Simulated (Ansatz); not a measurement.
Nudged elastic band run: CHClF2O

Input file:

```yaml
crystal:
  periodic: [false, false, false]
  atoms:
    - { symbol: O, position_ang: [0.1095, 0.33012, 1.044962] }
    - { symbol: C, position_ang: [0.025491, 0.013418, -0.260056] }
    - { symbol: F, position_ang: [-1.239641, -0.292452, -0.613814] }
    - { symbol: F, position_ang: [0.764287, -1.07622, -0.553346] }
    - { symbol: Cl, position_ang: [0.592972, 1.388265, -1.227726] }
    - { symbol: H, position_ang: [-0.210509, -0.427131, 1.56378] }
basis:
  gaussian: { orbitals: def2-SVP }
hamiltonian:
  xc: b3lyp
neb:
  order_check: false
  images: 5
  f_tol: 0.05
  max_iterations: 36
  initial_path: idpp
  final_atoms:
    - { symbol: O, position_ang: [0.19860317, -0.27099225, 1.07202685] }
    - { symbol: C, position_ang: [0.04599849, -0.17951772, -0.25955415] }
    - { symbol: F, position_ang: [-1.22787817, -0.40140718, -0.63560483] }
    - { symbol: F, position_ang: [0.80992094, -1.1040559, -0.82623896] }
    - { symbol: Cl, position_ang: [0.50962198, 1.45056599, -0.90211296] }
    - { symbol: H, position_ang: [-0.2941664, 0.44140706, 1.50528406] }
```

Launched with:

```bash
$ ansatz run input.yaml --threads 1 --pin off --max-ram 2048MiB --backend cpu --events-out ev --progress --plain --runs-dir out
```

Output, in part (warnings, iteration lines, the closing report on the highest movable image, with atoms numbered from 0):

```
NEB end point (image 0): max|allowed force component| = 1.005e-2 eV/Å (the criterion of neb.relax_end_points is 1.000e-2)
NEB end point (image 6): max|allowed force component| = 7.569e-3 eV/Å (the criterion of neb.relax_end_points is 1.000e-2)
NEB iter   1: max|band force component| = 1.399e0 eV/Å  barrier→ = 0.2254 eV  barrier← = 0.2482 eV  Δτ_max = 0.0771 Å  (178 SCF iters)
NEB iter   2: max|band force component| = 5.150e-1 eV/Å  barrier→ = 0.0738 eV  barrier← = 0.0966 eV  Δτ_max = 0.0661 Å  (138 SCF iters)
NEB iter   3: max|band force component| = 2.392e-1 eV/Å  barrier→ = 0.0453 eV  barrier← = 0.0682 eV  CI = image 3  Δτ_max = 0.0295 Å  (137 SCF iters)
NEB iter   4: max|band force component| = 1.034e-1 eV/Å  barrier→ = 0.0437 eV  barrier← = 0.0666 eV  CI = image 3  Δτ_max = 0.0083 Å  (139 SCF iters)
NEB iter   5: max|band force component| = 3.728e-2 eV/Å  barrier→ = 0.0431 eV  barrier← = 0.0659 eV  CI = image 3  Δτ_max = 0.0000 Å  (259 SCF iters)
Total energy: -21046.45514950 eV, -773.4429609444 hartree
Atom 0 at     0.318675     0.087723     1.063498 Å, force     0.031359     0.005962     0.036075 eV/Å
Atom 1 at     0.096661    -0.061180    -0.255605 Å, force    -0.008910    -0.006835    -0.022691 eV/Å
Atom 2 at    -1.181255    -0.430575    -0.479610 Å, force    -0.006043     0.005070    -0.008687 eV/Å
Atom 3 at     0.886521    -1.015758    -0.759674 Å, force     0.003541     0.005291    -0.002386 eV/Å
Atom 4 at     0.423427     1.455798    -1.157187 Å, force    -0.007425    -0.012922     0.007030 eV/Å
Atom 5 at    -0.501928    -0.100008     1.542378 Å, force    -0.012523     0.003433    -0.009340 eV/Å
Dipole moment:    -0.266836    -0.031431     0.321384 e Å
```

It converged. A vibrational analysis at the climbing image gives one clearly imaginary mode, 287i cm⁻¹: a first-order saddle point.

Final band (atoms are numbered from 1 in the order of the input):

```json
{"image": "0", "path coordinate (Å)": "0.00", "energy (eV)": "0.000", "dihedral H6–O1–C2–Cl5 (°)": "180"}
{"image": "1", "path coordinate (Å)": "0.23", "energy (eV)": "0.010", "dihedral H6–O1–C2–Cl5 (°)": "161"}
{"image": "2", "path coordinate (Å)": "0.45", "energy (eV)": "0.032", "dihedral H6–O1–C2–Cl5 (°)": "141"}
{"image": "3", "path coordinate (Å)": "0.68", "energy (eV)": "0.043", "dihedral H6–O1–C2–Cl5 (°)": "121"}
{"image": "4", "path coordinate (Å)": "0.93", "energy (eV)": "0.024", "dihedral H6–O1–C2–Cl5 (°)": "98"}
{"image": "5", "path coordinate (Å)": "1.18", "energy (eV)": "-0.008", "dihedral H6–O1–C2–Cl5 (°)": "76"}
{"image": "6", "path coordinate (Å)": "1.43", "energy (eV)": "-0.023", "dihedral H6–O1–C2–Cl5 (°)": "55"}
```

The run took 4.1 min on 1 CPU thread of a shared host.
